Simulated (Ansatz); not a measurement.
# Two-coordinate energy map

CH$_{3}$F (SMILES CF), singlet, PBE0-D4/def2-TZVP minimum:

```tsv
atom	x (Å)	y (Å)	z (Å)
C1	-0.0507	0.0329	0.0078
F2	1.0941	-0.7105	-0.1686
H3	-0.9187	-0.6269	-0.0580
H4	-0.1048	0.7960	-0.7720
H5	-0.0198	0.5085	0.9907
```

Rows set the bond length C1–H4 (Å; 1.092 at the minimum), columns the angle H3–C1–H5 (°; 109.9), set in this order; the parts move rigidly, in a bend the first-named atom's side turns in the plane, and in a torsion the whole end group turns. CCSD(T) energies count from the value at that structure, in kJ/mol. Program: Ansatz 0.2.0. Basis: def2-TZVPP. Cores are frozen in the correlated methods.

| C1–H4 \ H3–C1–H5 | 91.9 | 97.9 | 103.9 | 109.9 | 115.9 | 121.9 | 127.9 |
| --- | --- | --- | --- | --- | --- | --- | --- |
| 0.961 | 60.5 | 45.6 | 36.9 | 34.6 | 38.7 | 49.1 | 65.9 |
| 1.017 | 36.7 | 21.4 | 12.5 | 9.8 | 13.5 | 23.6 | 40.1 |
| 1.097 | 28.3 | 12.6 | 3.2 | 0.1 | 3.2 | 12.7 | 28.6 |
| 1.192 | 43.8 | 27.6 | 17.5 | 13.8 | 16.2 | 25.0 | 40.0 |
| 1.297 | 79.3 | 62.3 | 51.6 | 47.1 | ? | 56.5 | 70.6 |
| 1.409 | 127.3 | 109.6 | 98.1 | 92.7 | ? | 100.3 | ? |
| 1.529 | 182.4 | 164.0 | 151.7 | 145.5 | 145.3 | 151.0 | 162.8 |

(1) Fill in the withheld cells. (Judge from chemistry; the value comes from the calculation.)

T1 diagnostic: at most 0.013.

Answers

(1) The calculation gives: (1.297, 115.9): 48.7; (1.409, 115.9): 93.5; (1.409, 127.9): 113.2 kJ/mol. These count from the CCSD(T) energy at the PBE0-D4 minimum.

The same grid for a cheaper method: MP2 − CCSD(T), both counted from the minimum, in kJ/mol:
| C1–H4 \ H3–C1–H5 | 91.9 | 97.9 | 103.9 | 109.9 | 115.9 | 121.9 | 127.9 |
| --- | --- | --- | --- | --- | --- | --- | --- |
| 0.961 | -0.9 | -1.0 | -1.1 | -1.1 | -1.1 | -1.0 | -0.9 |
| 1.017 | -0.5 | -0.6 | -0.7 | -0.7 | -0.7 | -0.6 | -0.5 |
| 1.097 | 0.2 | 0.1 | 0.1 | 0.1 | 0.1 | 0.2 | 0.3 |
| 1.192 | 1.5 | 1.4 | 1.4 | 1.4 | 1.4 | 1.5 | 1.7 |
| 1.297 | 3.4 | 3.4 | 3.3 | 3.3 | 3.4 | 3.5 | 3.7 |
| 1.409 | 6.2 | 6.1 | 6.1 | 6.1 | 6.2 | 6.4 | 6.6 |
| 1.529 | 10.1 | 10.0 | 10.0 | 10.1 | 10.2 | 10.4 | 10.6 |

For scale, one of the runs: CCSD(T)/def2-TZVPP, 104 basis functions (an equivalent command: `ansatz run in.yaml --threads 2`). Hardware: 2 CPU threads, shared host. Wall time about 3.6 s.
